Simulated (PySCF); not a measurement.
PySCF input for pyrrole (C4H5N), SMILES c1ccc[nH]1, PBE0/pcSseg-1. Coordinates come from a B3LYP-D3(BJ)/def2-SVP optimisation.

```python
import numpy as np
from pyscf import gto, scf, dft
from pyscf.prop.nmr import rks as nmr

mol = gto.M(
    atom='''
    C     0.00000000    0.71347088    0.98575040
    C     0.00000000   -0.71347098    0.98575032
    C     0.00000000   -1.12484815   -0.33420508
    N     0.00000000    0.00000007   -1.12227927
    C     0.00000000    1.12484819   -0.33420496
    H     0.00000000    1.36667344    1.85613763
    H     0.00000000   -1.36667366    1.85613748
    H     0.00000000   -2.12091706   -0.77078295
    H     0.00000000    0.00000012   -2.13329864
    H     0.00000000    2.12091715   -0.77078271
    ''',
    basis='pcSseg-1',
    charge=0,
    spin=0,
    max_memory=1600,
    verbose=3,
)
mf = dft.RKS(mol, xc='pbe0')
mf.grids.level = 3
mf.conv_tol = 1e-10
mf.max_cycle = 100
mf.kernel()
n = nmr.NMR(mf)
n.verbose = 2
n.max_cycle_cphf = 60
sigma = n.kernel()
print('atom   isotropic/ppm   span/ppm')
for i, s in enumerate(sigma):
    w = np.linalg.eigvalsh((s + s.T) / 2)
    print(f'{mol.atom_symbol(i):2s}{i + 1:3d} {w.mean():14.3f} {w[2] - w[0]:11.3f}')
```

Output:

```
converged SCF energy = -209.89822755284
atom   isotropic/ppm   span/ppm
C   1         69.639     175.949
C   2         69.639     175.949
C   3         63.357     154.305
N   4         92.749     181.696
C   5         63.357     154.305
H   6         24.840       4.137
H   7         24.840       4.137
H   8         24.545       5.314
H   9         23.845      11.806
H  10         24.545       5.314
```

The calculation finished and met its thresholds.

Cost: about 30 core-seconds (a rough figure).
